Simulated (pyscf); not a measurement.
A first-order saddle from PySCF, ωB97X-D3(BJ)/def2-SVP:

```xyz
7

O     -0.0304     0.3946     1.3404
Cr    -0.8164    -0.0592     0.1448
O      0.2082    -0.8353    -0.8941
F     -2.1510     0.9576    -0.0227
F     -1.7174    -1.3810     0.6740
F     -0.1223     1.2754    -1.1722
H      0.3716     0.0827    -1.4580
```
Charge 0, spin multiplicity 1.

Surface: singlet, charge 0. Lowest wavenumbers (cm⁻¹): 946i, 92, 262, 312, 318.

Q: Name the species on either side of this saddle.

A: O=Cr(=O)(F)–F + hydrogen fluoride (HF) <-> O=Cr(OH)(F)(F)–F, an addition across a multiple bond or ene-type step read from left to right: F–H broken and Cr–F, H–O formed. At ωB97M-D3(BJ)/def2-TZVP it lies +31.8 kcal/mol from the left side and +11.4 kcal/mol from the right (each side as separated species at their lowest minima found). This is the saddle that the search found; another between the same sides may lie lower.
